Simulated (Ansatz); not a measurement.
Ansatz (a first-principles code) input (CCSD(T)/aug-cc-pVDZ):

Ansatz 0.2 input:
```yaml
crystal:
  periodic: [false, false, false]
  atoms:
    - {symbol: O, position_ang: [-0.00243054, 0.00011527, 0.11558805]}
    - {symbol: H, position_ang: [0.00282272, 0.82504889, -0.46332048]}
    - {symbol: H, position_ang: [0.01662162, -0.82597103, -0.46138388]}
basis:
  gaussian:
    orbitals: aug-cc-pVDZ
total_charge: 1
magnetization: {spin_polarized: true, initial_magnetization: 1}
correlation: {method: ccsd_t, electrons: outside_noble_gas}
output: {forces: true}
```

Output:

```
Functional definition: HF
integrals: 0.01 GiB planned
385 factors; integrals over basis functions are off by at most 8.4e-4 eV
mean field: 0.06 GiB planned
mean field evaluation 1: about -2055.7235 eV, gradient 2.7e1 eV
mean field evaluation 2: about -2055.7227 eV, gradient 2.7e1 eV
mean field evaluation 4: about -2058.1951 eV, gradient 1.2e0 eV
mean field evaluation 8: about -2058.2059 eV, gradient 1.2e-3 eV
mean field evaluation 16: about -2058.2059 eV, gradient 1.4e-6 eV
mean field evaluation 32: about -2056.1965 eV, gradient 2.7e-1 eV
mean field -2058.20590724 eV, -75.6376719891 hartree, gradient 1.4e-6 eV, S^2 0.757684; 1 other end points of the search recorded, 0 dependent functions left out
determinant -2058.20590724 eV, -75.6376719891 hartree, with singles and doubles -2063.01720697 eV, -75.8144839928 hartree
determinant -2056.19725316 eV, -75.5638553132 hartree, with singles and doubles -2060.99988453 eV, -75.7403487604 hartree
1 core orbitals not correlated
reference -2058.20590724 eV, -75.6376719891 hartree; 4, 3 occupied and 36, 37 virtual orbitals, 385 factors
densities: 0.11 GiB planned
second order -4.34595893 eV of doubles, -0.00000000 eV of singles
coupled cluster: 0.10 GiB planned
cycle   1  -4.80181914 eV  change   -2.2e-1 eV  update   1.4e-2
cycle   2  -4.81256934 eV  change   -1.1e-2 eV  update   3.5e-3
cycle   3  -4.81368487 eV  change   -1.1e-3 eV  update   1.4e-3
cycle   4  -4.81404716 eV  change   -3.6e-4 eV  update   3.7e-4
cycle   5  -4.81413510 eV  change   -8.8e-5 eV  update   1.2e-4
cycle   6  -4.81419531 eV  change   -6.0e-5 eV  update   4.4e-5
cycle   7  -4.81421353 eV  change   -1.8e-5 eV  update   1.4e-5
cycle   8  -4.81421803 eV  change   -4.5e-6 eV  update   4.8e-6
cycle   9  -4.81422041 eV  change   -2.4e-6 eV  update   1.8e-6
cycle  10  -4.81422127 eV  change   -8.6e-7 eV  update   7.0e-7
perturbative correction -0.08183157 eV, -0.0030072549 hartree
the calculation of the forces begins
Total energy: -2063.10196009 eV, -75.8175986124 hartree
Atom 0 at    -0.002431     0.000115     0.115588 Å, force    -0.001740     0.000083     0.082738 eV/Å
Atom 1 at     0.002823     0.825049    -0.463320 Å, force     0.001689    -0.098008    -0.041254 eV/Å
Atom 2 at     0.016622    -0.825971    -0.461384 Å, force     0.000051     0.097926    -0.041484 eV/Å
Dipole moment:     0.009193    -0.000436    -0.437182 e Å
```
